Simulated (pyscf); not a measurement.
# Hydrogen abstraction: `[SiH3][O][PH2]` + `[H]` [doublet] → `[SiH2][O][PH2]` [doublet] + `[H][H]`

Gas phase, doublet surface, charge 0. Bonds broken: Si3–H6. Bonds formed: H6–H9. Structures and frequencies: ωB97X-D3(BJ)/def2-SVP in PySCF.

Transition state (Å):

```xyz
9

P     -2.0483    -1.1119     0.7197
O     -0.4559    -0.9364     0.2616
Si     0.1833     0.1401    -0.8412
H     -2.3898     0.2639     0.9404
H     -2.6742    -1.1018    -0.5718
H     -0.1077     1.6315    -0.3315
H      1.6482    -0.0950    -0.9270
H     -0.4718    -0.0382    -2.1723
H     -0.3664     2.6878     0.1025
```

One imaginary mode, 1027i cm⁻¹; descent along it reached the two sides named.

```tsv
bond	change	reactant side (Å)	saddle	product side
Si3–H6	breaks	1.493	1.603	3.4
H6–H9	forms	3.5	1.171	0.760
```

Electronic energies relative to the separated reactants (kcal/mol):

```csv
level,barrier,reaction energy,reverse barrier
ωB97X-D3(BJ)/def2-TZVP,5.1,-8.9,14.0
PBE/def2-TZVP,0.1,-12.5,12.6
r²SCAN/def2-TZVP,-0.6,-13.4,12.8
B3LYP-D3(BJ)/def2-TZVP,0.4,-13.2,13.6
PBE0-D3(BJ)/def2-TZVP,2.0,-10.6,12.7
M06-2X/def2-TZVP,6.0,-12.2,18.2
ωB97M-D3(BJ)/def2-TZVP,5.1,-9.2,14.3
HF/def2-TZVP,14.6,-4.7,19.3
```

With ωB97M-D3(BJ)/def2-TZVP energies and thermal terms (ideal gas, 1 atm, RRHO with modes under 100 cm⁻¹ raised to 100, one conformer, R ln 2 for chiral ones without a mode under 150 cm⁻¹), in kcal/mol:

| T (K) | ΔH‡ | ΔG‡ | ΔH | ΔG |
|---|---|---|---|---|
| 298 | 3.5 | 9.8 | -8.6 | -10.2 |
| 600 | 3.3 | 16.3 | -8.6 | -11.8 |
| 900 | 3.2 | 22.8 | -9.0 | -13.3 |
| 1200 | 3.1 | 29.3 | -9.6 | -14.7 |

At r²SCAN this geometry lies under the reactants; that is no barrier but a single point on another level's saddle; such a level's own saddle, if it has one, lies nearer that side and is low. H₃Si–O–PH₂ lies 5.7 kcal/mol over its isomer HO–SiH₂–PH₂ (electronic energy, ωB97M-D3(BJ)/def2-TZVP). •H₂Si–O–PH₂ lies 16.3 kcal/mol over its isomer H₃Si–O–PH• (electronic energy, ωB97M-D3(BJ)/def2-TZVP). This is the saddle that the search found; another between the same sides may lie lower. The angle at the transferred H is 176°.
